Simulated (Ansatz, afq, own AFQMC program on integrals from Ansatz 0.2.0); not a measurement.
# BH$_{2}$O, doublet → BH$_{2}$O⁺, singlet

```xyz
4

B     0.0000   -0.2384    0.7416
O     0.0000    0.1607   -0.5303
H     0.0000    0.5590    1.6392
H     0.0000   -0.5526   -1.1750
```

Connectivity, by distances: BH–OH.

E(singlet, charge +1) − E(doublet, charge +0) at this geometry, on UHF and RHF determinants.

Basis cc-pVDZ. Only valence electrons are correlated. AFQMC by an in-house program on the Cholesky factors that Ansatz 0.2.0 writes for its CCSD(T) run. The CISD trial takes its coefficients from CCSD amplitudes. Released means that phaseless walkers are propagated on without the constraint, phases kept. Error bars are statistical, one sigma. The errors of all members are added in quadrature.

No full CI on the walks' own integrals is used here; CCSDT(Q) serves as the reference and is uncertain by about the last step of the cluster series. Each member takes its own surest rung, up to full CI.

The best estimate is CCSD(T) at the basis-set limit (CBS: def2-TZVPP and def2-QZVPP, with their diffuse functions for anions and beside diffuse sets, CCSD(T) itself extrapolated) plus the step from CCSD(T) to CCSDT(Q) in cc-pVDZ. Rows without CBS are in cc-pVDZ, the functionals in def2-TZVP; B2PLYP and the wave-function rows carry a basis error of their own. Core correlation and relativity beyond core potentials are missing, and ± holds the sampling alone.

Cautions: BH₂O (doublet): the released energies move by 1.5 errors or more from one time to the next, so no released level is given (meV from the phaseless value at times in 1/Eh: -1 ± 3 at 0.24, -3 ± 3 at 0.51, -3 ± 3 at 0.99, 9 ± 4 at 1.62, -7 ± 4 at 2.40), though the last usable value meets CCSDT(Q) within the noise; BH₂O⁺ (singlet): raised T1 diagnostic (T1 0.025, weight of the determinant 0.90, largest double 0.06).

Best estimate: 8.360 eV.

| level | vertical ionization energy (eV) | error against the best estimate (eV) |
| --- | --- | --- |
| HF | 8.140 | -0.220 |
| MP2 | 8.019 | -0.341 |
| CCSD | 8.112 | -0.249 |
| CCSD(T) | 8.057 | -0.303 |
| CCSDT | 8.055 | -0.305 |
| CCSDT(Q) | 8.049 | -0.311 |
| ph-AFQMC/CISD | 8.048 ± 0.006 | -0.312 ± 0.006 |
| HF/CBS | 8.226 | -0.134 |
| MP2/CBS | 8.304 | -0.056 |
| CCSD(T)/CBS | 8.363 | 0.003 |
| PBE | 8.379 | 0.019 |
| r2SCAN | 8.543 | 0.183 |
| PBE0 | 8.514 | 0.154 |
| B3LYP | 8.512 | 0.152 |
| wB97M-V | 8.246 | -0.114 |
| B2PLYP | 8.336 | -0.024 |

Correlation beyond CCSD(T) takes off 0.003 eV. Going to the basis-set limit adds 0.306 eV at CCSD(T). The perturbative (T) step is worth −0.055 eV. The functionals spread over 0.297 eV; PBE and B2PLYP come nearest and r2SCAN is 0.183 eV too high.

Best estimates are given only where the step beyond CCSD(T) is under 0.3 eV and no member's determinant is very poor (T1 over 0.05, or 0.07 for open shells, ⟨S²⟩ too high by 0.3, two states mixed), so the hardest cases are missing from such tables.

The functionals ran in a triple-zeta set and keep a basis error of their own, a few kJ/mol for each bond in atomization energies and more for double hybrids, so close places among them and the extrapolated levels can swap.

CCSDT and higher add their correlation energy to the determinant of the CCSD(T) run, since their own runs factorise the integrals more tightly (a shift of under 2 meV). Each member of a difference takes its own highest rung, so a best estimate needn't equal the limit plus the step of one row. A walk keeps the symmetry of its determinant, which the program's search chose and which needn't be the lowest solution, so a lower state of the same spin and another symmetry isn't excluded.
